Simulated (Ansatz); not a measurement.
Predict the output of the script below (Ansatz's Python interface).

`c2h3n_methods.py`
```python
# -*- coding: utf-8 -*-
from dataclasses import dataclass
from pathlib import Path
import warnings

import ansatz
import numpy as np


@dataclass(frozen=True)
class Options:
    basis: str = "def2-SVP"


opts = Options()


def main():
    warnings.simplefilter("ignore", ansatz.DeckWarning)

    geometry_ang = [
        ("C", [-1.1828, -0.5243, -0.709]),
        ("C", [-0.2423, -0.2101, -0.1077]),
        ("N", [0.937, 0.1242, 0.627]),
        ("H", [-2.0385, -0.7175, -1.2675]),
        ("H", [1.7438, 0.4321, 0.0396]),
        ("H", [0.8248, 0.8316, 1.3714]),
    ]
    mol = ansatz.Crystal.molecule()
    for symbol, xyz in geometry_ang:
        mol = mol.atom(symbol, xyz)

    calculation = mol.calculation().basis(gaussian=opts.basis)

    print("functional    E (Ha)        dipole (D)   HOMO (eV)  LUMO (eV)")
    for name in ["hse06", "blyp", "hf", "pbe", "revpbe"]:
        report = calculation.functional(name).forces().orbitals().run(threads=1, pin="off", runs_dir="runs").report
        lines = Path(report["orbitals_path"]).read_text().splitlines()
        field_of = lambda key: [line.split("=")[1].strip() for line in lines if line.startswith(key)]
        orbitals = [(27.211386 * float(e), s, float(n)) for e, s, n in zip(field_of("Ene="), field_of("Spin="), field_of("Occup="))]
        homo = max(e for e, _, n in orbitals if n > 0.5)
        lumo = min(e for e, _, n in orbitals if n < 0.5)
        dipole = 4.803205 * np.linalg.norm(report["charge_distribution"]["dipole_moment_e_ang"])
        print(f"{name:10s} {report['free_energy_ev'] / 27.211386246:14.6f} {dipole:9.3f} {homo:11.3f} {lumo:10.3f}")


if __name__ == "__main__":
    main()
```

```console
$ python c2h3n_methods.py
functional    E (Ha)        dipole (D)   HOMO (eV)  LUMO (eV)
hse06         -132.406379     1.865      -6.294      1.031
blyp          -132.524033     1.864      -5.122      0.386
hf            -131.742791     1.798      -9.865      4.530
pbe           -132.404746     1.896      -5.307      0.444
revpbe        -132.538970     1.871      -5.272      0.469
```

Total energies depend on the basis set; only differences at equal settings carry meaning. The geometry is a force-field or estimated start, not a minimum of this method, and the basis set is short of its limit. A lower total doesn't mark the better method: functionals have no common bound, and MP2 and coupled cluster aren't variational. Levels such as HOMO and LUMO are orbital energies: with these approximate functionals they aren't the ionisation energy and electron affinity, and their gap isn't the fundamental gap. hse06 follows the composition of plane-wave codes, whose totals differ by tens of mHa, up to about 0.1 Ha, from the form usual in Gaussian-basis programs (wpbeh). The whole script took 3.8 s on 1 thread of Arm Neoverse V2, with other jobs on the host, peak memory 0.17 GiB.
